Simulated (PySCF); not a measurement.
**CH₃O₃S−: NMR shifts at several levels of theory**

Aim: compute the NMR shifts of CH₃O₃S− (`CS(=O)(=O)[O-]`) at several levels, and see how far they spread and what each costs.

Computed with PySCF 2.14.0, with density-fitted response routines of our own, on a single molecule in the gas phase. Atoms count from 0, in the outputs and in this text.

## (1) The starting structure

8 atoms, charge -1, multiplicity 1; geometry from: GFN2-xTB. The atoms were then displaced at random by about 0.03 Å, so the start is not that level's minimum.

Bonds of the start (Å): C0–S1 1.78, S1–O2 1.46, S1–O3 1.50, S1–O4 1.45, C0–H5 1.00, C0–H6 1.13, C0–H7 1.14.

## (2) Optimising the geometry at PBE0-D3(BJ)/def2-SVP

Job settings and geometry (Å):

```
{"job": {"xc": "PBE0", "basis": "def2-SVP", "d3": "d3bj", "grid": 1, "shake": 0.03, "kind": "geom"}, "charge": -1, "multiplicity": 1}
C     -0.862470    -0.214750     0.032960
S      0.882020     0.126240    -0.038880
O      1.279790    -0.553210    -1.273120
O      1.147790     1.601260    -0.094210
O      1.387150    -0.484350     1.172290
H     -1.097770    -1.164020     0.259520
H     -1.305010     0.507680     0.780850
H     -1.275150     0.114310    -0.972260
```

The run is started by

```console
$ OMP_NUM_THREADS=1 python probes_run.py task.json out
```

One launch serves the whole session: the jobs run in the order shown.

Log:

```text
step   0  E = -663.01107112  max force = 0.121546
step   1  E = -663.02522061  max force = 0.020290
step   2  E = -663.02591703  max force = 0.016164
step   3  E = -663.02673364  max force = 0.001780
step   4  E = -663.02685470  max force = 0.001285
step   5  E = -663.02698609  max force = 0.002331
step   6  E = -663.02704453  max force = 0.001551
step   7  E = -663.02706644  max force = 0.000511
step   8  E = -663.02707026  max force = 0.000170
optimisation converged
```

Wall time 30 s (1 thread of Intel Xeon Platinum 8259CL at 2.50GHz, shared host); peak memory 0.37 GiB.

Along the way:

| step | energy from step 0 (eV) | largest force component (eV/Å) |
| --- | --- | --- |
| 0 | 0.0000 | 6.2501 |
| 1 | -0.3850 | 1.0434 |
| 2 | -0.4040 | 0.8312 |
| 3 | -0.4262 | 0.0915 |
| 4 | -0.4295 | 0.0661 |
| 5 | -0.4331 | 0.1199 |
| 6 | -0.4347 | 0.0798 |
| 7 | -0.4353 | 0.0263 |
| 8 | -0.4354 | 0.0087 |

Distances of close pairs at the start and the end, largest changes first:

```csv
bond,before (Å),after (Å),change (Å)
C0–H5,1.004,1.099,+0.095
C0–H7,1.135,1.099,-0.036
C0–S1,1.779,1.814,+0.035
S1–O4,1.447,1.480,+0.033
C0–H6,1.130,1.099,-0.031
S1–O3,1.500,1.480,-0.020
S1–O2,1.464,1.480,+0.016
```

The final coordinates are the input of the step that follows.

```csv
at the end point,value
point group (found at 0.08 Å tolerance),C3v
"rotational constants (GHz, main isotopes)","4.938, 4.616, 4.610"
```

## (3) Shielding tensors: PBE0/cc-pVDZ

Job settings and geometry (Å):

```
{"job": {"kind": "nmr", "xc": "PBE0", "basis": "cc-pVDZ", "pop": true}, "charge": -1, "multiplicity": 1}
C     -0.880975    -0.109425     0.053148
S      0.916474     0.093010    -0.086079
O      1.274054    -0.725340    -1.266659
O      1.099521     1.549494    -0.274208
O      1.432164    -0.426015     1.200773
H     -1.101479    -1.176663     0.195085
H     -1.234865     0.471162     0.916460
H     -1.348544     0.256936    -0.871370
```

Method: GIAO PBE0/cc-pVDZ NMR shielding, non-relativistic, gas phase.

Log:

```text
coarse grid: 7832 points
cycle   1  E = -663.0349765207  dE =  1.311e+00  |g| = 1.295e+00  |ddm| = 5.268e+00
cycle   2  E = -662.5711150870  dE =  4.639e-01  |g| = 2.038e+00  |ddm| = 4.594e+00
cycle   3  E = -663.3416994043  dE = -7.706e-01  |g| = 1.752e-01  |ddm| = 2.873e+00
cycle   4  E = -663.3488910901  dE = -7.192e-03  |g| = 4.591e-02  |ddm| = 3.938e-01
cycle   5  E = -663.3493862415  dE = -4.952e-04  |g| = 1.343e-02  |ddm| = 9.526e-02
cycle   6  E = -663.3494307962  dE = -4.455e-05  |g| = 1.362e-03  |ddm| = 2.839e-02
cycle   7  E = -663.3494311889  dE = -3.927e-07  |g| = 3.320e-04  |ddm| = 2.392e-03
final grid: 72696 points
cycle   8  E = -663.3549515857  dE = -7.878e-06  |g| = 7.657e-03  |ddm| = 4.171e-02
cycle   9  E = -663.3549402875  dE =  1.130e-05  |g| = 1.051e-02  |ddm| = 2.744e-02
cycle  10  E = -663.3549645967  dE = -2.431e-05  |g| = 1.236e-03  |ddm| = 1.589e-02
cycle  11  E = -663.3549649033  dE = -3.066e-07  |g| = 1.540e-04  |ddm| = 2.182e-03
cycle  12  E = -663.3549649072  dE = -3.961e-09  |g| = 9.201e-05  |ddm| = 3.446e-04
cycle  13  E = -663.3549649088  dE = -1.554e-09  |g| = 2.890e-05  |ddm| = 1.357e-04
cycle  14  E = -663.3549649090  dE = -1.583e-10  |g| = 5.442e-06  |ddm| = 4.604e-05
converged SCF energy = -663.3549649090

GIAO shielding tensors (ppm)
atom      isotropic    diamagn.    paramagn.     s11        s22        s33       span
  0 C      153.603     253.206     -99.604    133.194    133.299    194.315     61.121
  1 S      262.173    1052.647    -790.474    137.666    324.300    324.553    186.887
  2 O      123.078     402.130    -279.051     93.613    106.307    169.315     75.702
  3 O      123.456     402.188    -278.732     94.213    106.728    169.428     75.215
  4 O      123.112     402.212    -279.100     93.664    106.326    169.346     75.683
  5 H       29.885      32.486      -2.602     27.620     28.202     33.832      6.212
  6 H       29.891      32.526      -2.635     27.617     28.191     33.866      6.249
  7 H       29.891      32.485      -2.594     27.618     28.193     33.862      6.245
```

Wall time 8.2 s (1 thread of Intel Xeon Platinum 8259CL at 2.50GHz, shared host); peak memory 0.46 GiB.

Shifts follow as δ = σ(reference) − σ, with reference shieldings (ppm) from runs at the same level and on the same kind of geometry: 1H TMS 31.29, 13C TMS 196.8, 17O H2O 343.3, 33S CS2 549. The references are single molecules in the gas phase, so shifts against H2O, NH3, PH3, H3PO4 or CFCl3 are not on the usual liquid scales and can be off by tens of ppm. Atoms listed in one row are averaged.

| atoms | environment | σ (ppm) | δ (ppm) |
| --- | --- | --- | --- |
| C0 | methyl carbon bonded to S | 153.6 | 43.2 |
| H5, H6, H7 | hydrogen on a methyl carbon bonded to S | 29.89 | 1.40 |
| S1 | sulfonyl sulfur | 262 | 287 |
| O2, O3, O4 | oxygen of an anionic S–O group | 123.2 | 220.1 |

Charges from the same density, by scheme (e):

| atoms | Mulliken | IAO | Hirshfeld | ESP fit |
| --- | --- | --- | --- | --- |
| C0 | -0.22 | -0.65 | -0.16 | -0.49 |
| S1 | 0.88 | 2.15 | 0.42 | 1.15 |
| O2, O3, O4 | -0.58 | -0.97 | -0.44 | -0.66 |

Mayer bond orders: C0–S1 0.87, S1–O2 1.70, S1–O3 1.70, S1–O4 1.70.

## (4) Nuclear shieldings: PBE0/cc-pVTZ

The job, as its differences from that of step 3:

```diff
@@ -1,2 +1,2 @@
-{"job": {"kind": "nmr", "xc": "PBE0", "basis": "cc-pVDZ", "pop": true}, "charge": -1, "multiplicity": 1}
+{"job": {"kind": "nmr", "xc": "PBE0", "basis": "cc-pVTZ", "pop": true}, "charge": -1, "multiplicity": 1}
 C     -0.880975    -0.109425     0.053148
```

With the program's defaults for keys left out, this is: GIAO PBE0/cc-pVTZ NMR shielding, non-relativistic, gas phase.

Log:

```text
coarse grid: 7832 points
cycle   1  E = -663.2320360265  dE =  1.204e+00  |g| = 1.297e+00  |ddm| = 5.383e+00
cycle   2  E = -662.7323864064  dE =  4.996e-01  |g| = 2.146e+00  |ddm| = 3.672e+00
cycle   3  E = -663.5223236410  dE = -7.899e-01  |g| = 1.738e-01  |ddm| = 2.189e+00
cycle   4  E = -663.5290462043  dE = -6.723e-03  |g| = 4.999e-02  |ddm| = 3.838e-01
cycle   5  E = -663.5296110603  dE = -5.649e-04  |g| = 1.032e-02  |ddm| = 8.964e-02
cycle   6  E = -663.5296346085  dE = -2.355e-05  |g| = 2.373e-03  |ddm| = 1.755e-02
cycle   7  E = -663.5296357791  dE = -1.171e-06  |g| = 2.873e-04  |ddm| = 3.555e-03
final grid: 72696 points
cycle   8  E = -663.5217885071  dE = -3.092e-05  |g| = 9.578e-03  |ddm| = 6.591e-02
cycle   9  E = -663.5217726201  dE =  1.589e-05  |g| = 1.299e-02  |ddm| = 2.917e-02
cycle  10  E = -663.5218048438  dE = -3.222e-05  |g| = 1.743e-03  |ddm| = 1.722e-02
cycle  11  E = -663.5218053720  dE = -5.282e-07  |g| = 2.904e-04  |ddm| = 1.792e-03
cycle  12  E = -663.5218053897  dE = -1.766e-08  |g| = 9.232e-05  |ddm| = 4.830e-04
cycle  13  E = -663.5218053910  dE = -1.348e-09  |g| = 4.027e-05  |ddm| = 1.493e-04
cycle  14  E = -663.5218053913  dE = -2.592e-10  |g| = 1.341e-05  |ddm| = 5.423e-05
converged SCF energy = -663.5218053913

GIAO shielding tensors (ppm)
atom      isotropic    diamagn.    paramagn.     s11        s22        s33       span
  0 C      145.243     252.640    -107.397    125.329    125.438    184.960     59.631
  1 S      200.186    1048.657    -848.471     46.091    277.135    277.333    231.242
  2 O       99.012     406.440    -307.428     63.800     70.434    162.801     99.001
  3 O       99.384     406.498    -307.114     64.398     70.790    162.965     98.567
  4 O       99.043     406.516    -307.473     63.848     70.442    162.840     98.992
  5 H       29.429      32.625      -3.196     27.128     28.123     33.037      5.909
  6 H       29.438      32.654      -3.216     27.129     28.112     33.074      5.945
  7 H       29.437      32.624      -3.187     27.129     28.114     33.069      5.940
```

It took 22 s on 1 thread of Intel Xeon Platinum 8259CL at 2.50GHz, shared host; peak memory 0.76 GiB.

Key values: δ C0 42.0, S1 325, O2 235.7, H5 1.86 ppm (means over like atoms).

## (5) NMR shieldings: PBE0/aug-cc-pVDZ

The job, as its differences from that of step 4:

```diff
@@ -1,2 +1,2 @@
-{"job": {"kind": "nmr", "xc": "PBE0", "basis": "cc-pVTZ", "pop": true}, "charge": -1, "multiplicity": 1}
+{"job": {"kind": "nmr", "xc": "PBE0", "basis": "aug-cc-pVDZ", "pop": true}, "charge": -1, "multiplicity": 1}
 C     -0.880975    -0.109425     0.053148
```

Level: GIAO PBE0/aug-cc-pVDZ NMR shielding, non-relativistic, gas phase.

Log:

```text
coarse grid: 7832 points
cycle   1  E = -663.1130190168  dE =  1.266e+00  |g| = 1.233e+00  |ddm| = 5.423e+00
cycle   2  E = -662.5858218724  dE =  5.272e-01  |g| = 2.071e+00  |ddm| = 5.049e+00
cycle   3  E = -663.4022299420  dE = -8.164e-01  |g| = 1.455e-01  |ddm| = 3.308e+00
cycle   4  E = -663.4067994831  dE = -4.570e-03  |g| = 5.801e-02  |ddm| = 3.445e-01
cycle   5  E = -663.4076666936  dE = -8.672e-04  |g| = 5.297e-03  |ddm| = 1.046e-01
cycle   6  E = -663.4076731222  dE = -6.429e-06  |g| = 1.954e-03  |ddm| = 1.330e-02
final grid: 72696 points
cycle   7  E = -663.4132363426  dE = -6.463e-06  |g| = 9.666e-03  |ddm| = 6.933e-02
cycle   8  E = -663.4132159791  dE =  2.036e-05  |g| = 1.374e-02  |ddm| = 3.630e-02
cycle   9  E = -663.4132570558  dE = -4.108e-05  |g| = 1.687e-03  |ddm| = 2.069e-02
cycle  10  E = -663.4132576160  dE = -5.602e-07  |g| = 1.892e-04  |ddm| = 2.845e-03
cycle  11  E = -663.4132576200  dE = -3.971e-09  |g| = 1.444e-04  |ddm| = 4.388e-04
cycle  12  E = -663.4132576239  dE = -3.971e-09  |g| = 2.675e-05  |ddm| = 2.008e-04
cycle  13  E = -663.4132576241  dE = -1.360e-10  |g| = 7.689e-06  |ddm| = 5.063e-05
converged SCF energy = -663.4132576241

GIAO shielding tensors (ppm)
atom      isotropic    diamagn.    paramagn.     s11        s22        s33       span
  0 C      153.245     231.846     -78.601    132.939    133.059    193.738     60.800
  1 S      262.106    1043.273    -781.167    130.550    327.740    328.029    197.479
  2 O      115.631     397.042    -281.411     88.027     89.158    169.709     81.683
  3 O      115.972     397.070    -281.099     88.669     89.429    169.817     81.148
  4 O      115.662     397.072    -281.410     88.091     89.152    169.745     81.654
  5 H       29.178      30.420      -1.242     26.686     27.980     32.868      6.182
  6 H       29.187      30.455      -1.268     26.689     27.970     32.901      6.212
  7 H       29.186      30.440      -1.254     26.689     27.972     32.897      6.208
```

It took 15 s on 1 thread of Intel Xeon Platinum 8259CL at 2.50GHz, shared host; peak memory 0.65 GiB.

This run: δ C0 41.9, S1 296, O2 220.2, H5 2.21 ppm (means over like atoms).

## (6) Nuclear shieldings: PBE0/IGLO-III

The job, as its differences from that of step 5:

```diff
@@ -1,2 +1,2 @@
-{"job": {"kind": "nmr", "xc": "PBE0", "basis": "aug-cc-pVDZ", "pop": true}, "charge": -1, "multiplicity": 1}
+{"job": {"kind": "nmr", "xc": "PBE0", "basis": "IGLO-III", "pop": true}, "charge": -1, "multiplicity": 1}
 C     -0.880975    -0.109425     0.053148
```

Level: GIAO PBE0/IGLO-III NMR shielding, non-relativistic, gas phase.

Log:

```text
coarse grid: 7832 points
cycle   1  E = -663.2386848618  dE =  1.163e+00  |g| = 1.318e+00  |ddm| = 2.237e+00
cycle   2  E = -662.6614719120  dE =  5.772e-01  |g| = 2.256e+00  |ddm| = 2.142e+00
cycle   3  E = -663.5337447946  dE = -8.723e-01  |g| = 1.726e-01  |ddm| = 1.501e+00
cycle   4  E = -663.5400023903  dE = -6.258e-03  |g| = 6.270e-02  |ddm| = 1.840e-01
cycle   5  E = -663.5409106760  dE = -9.083e-04  |g| = 8.576e-03  |ddm| = 4.579e-02
cycle   6  E = -663.5409246838  dE = -1.401e-05  |g| = 3.940e-03  |ddm| = 8.407e-03
cycle   7  E = -663.5409278478  dE = -3.164e-06  |g| = 4.275e-04  |ddm| = 2.824e-03
final grid: 72696 points
cycle   8  E = -663.5474730119  dE = -6.349e-05  |g| = 9.274e-03  |ddm| = 2.914e-02
cycle   9  E = -663.5474592816  dE =  1.373e-05  |g| = 1.198e-02  |ddm| = 1.185e-02
cycle  10  E = -663.5474863908  dE = -2.711e-05  |g| = 2.080e-03  |ddm| = 7.452e-03
cycle  11  E = -663.5474870411  dE = -6.503e-07  |g| = 4.711e-04  |ddm| = 1.221e-03
cycle  12  E = -663.5474870847  dE = -4.361e-08  |g| = 1.564e-04  |ddm| = 3.655e-04
cycle  13  E = -663.5474870882  dE = -3.449e-09  |g| = 7.214e-05  |ddm| = 1.109e-04
cycle  14  E = -663.5474870891  dE = -9.202e-10  |g| = 1.002e-05  |ddm| = 4.010e-05
converged SCF energy = -663.5474870891

GIAO shielding tensors (ppm)
atom      isotropic    diamagn.    paramagn.     s11        s22        s33       span
  0 C      140.400     255.959    -115.559    119.850    119.958    181.393     61.544
  1 S      166.949    1057.726    -890.777     -0.359    250.497    250.708    251.067
  2 O       77.645     399.079    -321.434     40.239     41.472    151.224    110.985
  3 O       78.039     399.127    -321.089     40.919     41.779    151.418    110.500
  4 O       77.682     399.155    -321.473     40.305     41.472    151.269    110.964
  5 H       29.234      31.517      -2.283     26.824     28.204     32.673      5.849
  6 H       29.243      31.554      -2.310     26.828     28.193     32.709      5.881
  7 H       29.242      31.521      -2.279     26.828     28.196     32.704      5.876
```

Wall time 24 s (1 thread of Intel Xeon Platinum 8259CL at 2.50GHz, shared host); peak memory 0.8 GiB.

Key values: δ C0 43.4, S1 352, O2 249.4, H5 2.13 ppm (means over like atoms).

## (7) Nuclear shieldings: PBE0/pcSseg-0

The job, as its differences from that of step 6:

```diff
@@ -1,2 +1,2 @@
-{"job": {"kind": "nmr", "xc": "PBE0", "basis": "IGLO-III", "pop": true}, "charge": -1, "multiplicity": 1}
+{"job": {"kind": "nmr", "xc": "PBE0", "basis": "pcSseg-0", "pop": true}, "charge": -1, "multiplicity": 1}
 C     -0.880975    -0.109425     0.053148
```

With the program's defaults for keys left out, this is: GIAO PBE0/pcSseg-0 NMR shielding, non-relativistic, gas phase.

Log:

```text
coarse grid: 7832 points
cycle   1  E = -661.7406797476  dE =  1.497e+00  |g| = 1.343e+00  |ddm| = 3.517e+00
cycle   2  E = -661.3404496770  dE =  4.002e-01  |g| = 1.967e+00  |ddm| = 5.426e+00
cycle   3  E = -662.0894399467  dE = -7.490e-01  |g| = 1.707e-01  |ddm| = 3.621e+00
cycle   4  E = -662.0962777391  dE = -6.838e-03  |g| = 6.072e-02  |ddm| = 2.875e-01
cycle   5  E = -662.0971902122  dE = -9.125e-04  |g| = 5.493e-03  |ddm| = 6.809e-02
cycle   6  E = -662.0971974216  dE = -7.209e-06  |g| = 1.155e-03  |ddm| = 9.605e-03
final grid: 72696 points
cycle   7  E = -662.0712626873  dE = -1.836e-05  |g| = 5.154e-03  |ddm| = 1.918e-02
cycle   8  E = -662.0712595184  dE =  3.169e-06  |g| = 6.336e-03  |ddm| = 1.505e-02
cycle   9  E = -662.0712688636  dE = -9.345e-06  |g| = 9.374e-04  |ddm| = 8.868e-03
cycle  10  E = -662.0712690406  dE = -1.770e-07  |g| = 2.282e-04  |ddm| = 1.439e-03
cycle  11  E = -662.0712690495  dE = -8.843e-09  |g| = 9.345e-05  |ddm| = 3.723e-04
cycle  12  E = -662.0712690510  dE = -1.529e-09  |g| = 3.553e-05  |ddm| = 1.536e-04
cycle  13  E = -662.0712690512  dE = -2.267e-10  |g| = 1.658e-06  |ddm| = 4.156e-05
converged SCF energy = -662.0712690512

GIAO shielding tensors (ppm)
atom      isotropic    diamagn.    paramagn.     s11        s22        s33       span
  0 C      140.210     255.475    -115.266    113.891    114.030    192.708     78.817
  1 S      166.911    1039.924    -873.013     22.012    239.241    239.480    217.467
  2 O       98.946     404.821    -305.875     67.266     98.757    130.815     63.549
  3 O       99.312     404.822    -305.510     68.108     99.369    130.459     62.351
  4 O       98.976     404.862    -305.885     67.342     98.818    130.769     63.428
  5 H       30.784      29.721       1.064     27.909     28.337     36.106      8.197
  6 H       30.792      29.701       1.091     27.910     28.329     36.138      8.229
  7 H       30.792      29.726       1.066     27.910     28.331     36.135      8.224
```

Run time: 4.9 s. Hardware: 1 thread of Intel Xeon Platinum 8259CL at 2.50GHz, shared host; peak memory 0.45 GiB.

Key values: δ C0 53.3, S1 349, O2 238.8, H5 2.04 ppm (means over like atoms).

## (8) Run by run: NMR shifts

Shifts (ppm), means over like atoms, with basis size and wall time:

| run | C0 | H5 | S1 | O2 | functions | time |
| --- | --- | --- | --- | --- | --- | --- |
| PBE0/cc-pVDZ | 43.2 | 1.40 | 287 | 220.1 | 89 | 8.2 s |
| PBE0/cc-pVTZ | 42.0 | 1.86 | 325 | 235.7 | 196 | 22 s |
| PBE0/aug-cc-pVDZ | 41.9 | 2.21 | 296 | 220.2 | 146 | 15 s |
| PBE0/IGLO-III | 43.4 | 2.13 | 352 | 249.4 | 214 | 24 s |
| PBE0/pcSseg-0 | 53.3 | 2.04 | 349 | 238.8 | 55 | 4.9 s |

## (9) What came out

| quantity | value |
| --- | --- |
| point group | C3v |
| rotational constants (main isotopes) | 4.94, 4.62, 4.61 GHz |
| 13C shifts against TMS (PBE0/cc-pVDZ) | 43.2 ppm |
| 1H shifts against TMS (PBE0/cc-pVDZ, means over atoms taken as alike) | 1.40 ppm |
| 33S shifts against CS2 (PBE0/cc-pVDZ) | 287 ppm |
| 17O shifts against H2O (PBE0/cc-pVDZ, means over atoms taken as alike) | 220.1 ppm |
| range of the shift of S1 | 287 to 352 ppm |

In words: Single values in the summary come from the first run of each kind that ended normally (PBE0/cc-pVDZ), which need not be the best level. The start was shaken at random, so part of the energy gained undoes that. Relaxing lowered the energy by 0.435 eV in 8 steps; the close pair that moved most is C0–H5, from 1.004 to 1.099 Å. No frequency check was run at this level, so the end point may be a saddle. At PBE0/cc-pVDZ: The widest tensor belongs to S1: span 187 ppm, with a paramagnetic part of -790 ppm. In ppm, S1 moves most: its shift spreads over 65 ppm, from 287 (PBE0/cc-pVDZ) to 352 (PBE0/IGLO-III).
